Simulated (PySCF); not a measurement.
Molecule: `C=CC(=O)OC`, C4H6O2.

Bonds (- single, = double, # triple, : aromatic): C1=C2, C2-C3, C3=O4, C3-O5, O5-C6. C1 carries H7, H8; C2 carries H9; C6 carries H10, H11, H12. H7 is cis to C3; H8 is trans to C3.

Frames of a GFN2-xTB Langevin trajectory at 300 K; GIAO PBE0/pcSseg-1 shieldings in PySCF 2.14.0 with density-fitted response routines, gas phase, non-relativistic; equivalent atoms averaged within each frame.

Referencing at the same level of theory: $^{13}$C (σ = 186.93 ppm), $^{1}$H (σ = 31.72 ppm) against TMS; $^{17}$O (σ = 336.08 ppm) against H2O. The references are static minima.

How do the shifts (ppm) fluctuate along the trajectory?

Answers


| time (fs) | C3 | C1 | C2 | C6 | O4 | O5 | H8 | H7 | H9 | H10/H11/H12 |
| --- | --- | --- | --- | --- | --- | --- | --- | --- | --- | --- |
| optimised geometry | 173.2 | 140.6 | 136.2 | 53.7 | 410.2 | 194.7 | 6.21 | 6.98 | 6.30 | 3.92 |
| 250 | 173.3 | 139.0 | 136.7 | 51.1 | 413.4 | 205.3 | 6.28 | 6.13 | 6.10 | 4.43 |
| 425 | 181.1 | 133.2 | 135.8 | 46.5 | 460.8 | 205.8 | 6.25 | 6.84 | 6.17 | 2.75 |
| 625 | 169.3 | 134.7 | 140.4 | 59.6 | 424.7 | 196.8 | 6.34 | 6.01 | 6.30 | 4.32 |
| 800 | 176.6 | 139.9 | 141.2 | 52.0 | 400.0 | 175.7 | 6.62 | 6.81 | 6.52 | 4.02 |
| 1000 | 184.0 | 132.8 | 135.9 | 55.9 | 480.6 | 179.9 | 6.46 | 6.30 | 6.69 | 4.68 |
| mean of frames | 176.9 | 135.9 | 138.0 | 53.0 | 435.9 | 192.7 | 6.39 | 6.42 | 6.36 | 4.04 |
| standard deviation | 5.9 | 3.3 | 2.6 | 5.0 | 33.7 | 14.1 | 0.15 | 0.39 | 0.25 | 0.76 |

5 frames give an uncertainty of the mean of about the standard deviation over 2.2 at best, since frames this close in time may not be independent; classical motion lacks zero-point vibration, and the reference would need the same averaging.
